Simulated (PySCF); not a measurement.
Two-photon absorption: SMILES O=C/C=C(/[O-])F, [C$_{3}$H$_{2}$FO$_{2}$]-, charge -1

Molfile (atoms numbered from 1):
```
C3H2FO2
     RDKit          3D

  8  7  0  0  0  0  0  0  0  0999 V2000
   -2.1657   -1.0194    0.1717 O   0  0  0  0  0  0  0  0  0  0  0  0
   -1.2300   -0.2156    0.0683 C   0  0  0  0  0  0  0  0  0  0  0  0
    0.1435   -0.5174    0.0344 C   0  0  0  0  0  0  0  0  0  0  0  0
    1.1773    0.4197   -0.0865 C   0  0  0  0  0  0  0  0  0  0  0  0
    2.3770    0.2837   -0.1323 O   0  0  0  0  0  0  0  0  0  0  0  0
    0.7187    1.7440   -0.1713 F   0  0  0  0  0  0  0  0  0  0  0  0
   -1.4646    0.8688   -0.0082 H   0  0  0  0  0  0  0  0  0  0  0  0
    0.4514   -1.5546    0.1017 H   0  0  0  0  0  0  0  0  0  0  0  0
  1  2  2  0
  2  3  1  0
  3  4  2  0
  4  5  1  0
  4  6  1  0
  2  7  1  0
  3  8  1  0
M  CHG  1   5  -1
M  END
```

Computed, not measured: TDDFT CAM-B3LYP/aug-cc-pVTZ excited states, vertical, gas phase in PySCF. Geometry: PBE0-D3(BJ)/def2-TZVP.

For a gas-phase anion, states above the detachment energy (about 2.8 eV, taken as minus the energy of the highest occupied orbital) lie in the continuum and depend on the basis.

(1) Give the one- and two-photon strengths of the lowest singlets.

## Answers

(1) δ for parallel linear polarisation; σ at the peak of a Lorentzian of half width 0.1 eV, single beam; Ω is circular over linear.
| state | E (eV) | f | photon λ (nm) | δ (au) | σ (GM) | Ω | main |
| --- | --- | --- | --- | --- | --- | --- | --- |
| S1 | 4.08 | 0.007 | 608 | 22.4 | 0.14 | 1.50 | HOMO→LUMO 0.93 |
| S2 | 4.41 | 0.000 | 563 | 63.8 | 0.45 | 1.50 | HOMO→LUMO+1 0.95 |
| S3 | 4.74 | 0.000 | 524 | 2.66 | 0.02 | 1.50 | HOMO−1→LUMO+6 0.61, HOMO−1→LUMO+3 0.22 |
| S4 | 4.86 | 0.001 | 511 | 251 | 2.17 | 0.90 | HOMO−1→LUMO 0.60, HOMO−1→LUMO+1 0.20 |
| S5 | 5.01 | 0.000 | 495 | 13.9 | 0.13 | 1.50 | HOMO→LUMO+2 0.94 |
| S6 | 5.22 | 0.131 | 475 | 188 | 1.88 | 0.27 | HOMO→LUMO+3 0.44, HOMO−1→LUMO+1 0.37 |

Among these, the strongest one-photon state is S6, the strongest two-photon state S4.
